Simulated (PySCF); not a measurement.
# Reproducing measurements on C3H3NS

**Experimental background.**

From NIST CCCBDB Release 22 (SRD 101), experimental dipoles, for the gas: dipole moment (microwave Stark effect) 1.62 D.

The results are set against them at the end.

C3H3NS.
Numbering: `[cH:1]1[cH:2][s:3][cH:4][n:5]1` (hydrogens: H6 on C1; H7 on C2; H8 on C4)

Cartesian coordinates in Å at the BHandHLYP/6-31+G* level; atoms count from 1:
```xyz
8
C3H3NS angstrom
C      0.772    0.141   -0.227
C      0.861    0.078    1.123
S     -0.702   -0.175    1.794
C     -1.349   -0.178    0.193
N     -0.486   -0.007   -0.749
H      1.600    0.293   -0.895
H      1.735    0.165    1.739
H     -2.402   -0.314    0.021
```

The PySCF runs (gas phase, on this BHandHLYP/6-31+G* geometry; no spin–orbit coupling):

```
                          level                                          job  basis functions  wall time
BHandHLYP/6-31+G*, grid level 1  geometry optimisation from a GFN2-xTB start              100       18 s
```

Hardware: Arm Neoverse V1, one thread, no GPU (shared host).

All basis functions are spherical.

## Comparison

**Dipole moment.** Measured: 1.62 D (NIST CCCBDB Release 22 (SRD 101), experimental dipoles).

| level | computed (D) | computed − measured (D) | % (from the printed values) |
| --- | --- | --- | --- |
| BHandHLYP/6-31+G* | 1.68 | +0.06 | +4 |

The computed dipoles belong to one fixed geometry; measured ones are averaged over vibrations unless marked μe. Magnitudes are compared, not signs.

The geometry is computed, not the measured one. Where a level misses, the cause wasn't examined.
